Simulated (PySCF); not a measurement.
What binds SiC⁺: the parts of the energy along the bond

State: ⁴Σ⁻, quartet, unpaired electrons σ ↑, π ↑↑. ROHF-based CCSD(T) in PySCF 2.14 with Si cc-pV(T+d)Z, C cc-pVTZ and Si cc-pV(Q+d)Z, C cc-pVQZ (frozen core orbitals: 6; no relativity). Correlation energies are extrapolated as n⁻³ (n = 3, 4), Hartree–Fock as (n+1)·exp(−9√n). CV is the change on freezing 1 orbitals instead, in Si cc-pwCVTZ, C cc-pwCVTZ. SR is the spin-free X2C energy in Si cc-pVTZ-DK, C cc-pVTZ-DK less the non-relativistic one in Si cc-pVTZ, C cc-pVTZ. All energies in eV from Si⁺ + C.

```csv
R (Å),HF/CBS,CCSD corr.,(T),CV,SR,total
1.6063,-2.411,-0.401,-0.1155,-0.0443,0.0054,-2.967
1.6793,-2.795,-0.430,-0.1267,-0.0312,0.0067,-3.376
1.7523,-2.948,-0.465,-0.1394,-0.0208,0.0074,-3.566
1.8253,-2.935,-0.505,-0.1537,-0.0128,0.0075,-3.599
1.8983,-2.804,-0.549,-0.1699,-0.0064,0.0073,-3.522
1.9896,-2.526,-0.610,-0.1931,-0.0005,0.0068,-3.323
2.0808,-2.170,-0.676,-0.2197,0.0037,0.0060,-3.056
```

A fit to the total gives Re = 1.8070 Å, De = 3.603 eV, ωe = 852.9 cm⁻¹, Be = 0.6147 cm⁻¹ (masses 27.9769 and 12.0000 u).

Q: At R = 1.8253 Å the CCSD correlation energy is -0.170302 hartree in the smaller basis and -0.177443 in the larger. Extrapolate it.

A: (4³·E4 − 3³·E3)/(4³ − 3³) = -0.18265 hartree; the larger basis holds 97.1 % of it.

The T1 diagnostic is 0.051, large enough to doubt a single reference. The state was picked by a PBE0 search and need not be the measured ground state. Spin–orbit coupling, excitations beyond (T) and corrections to the Born–Oppenheimer picture are left out.
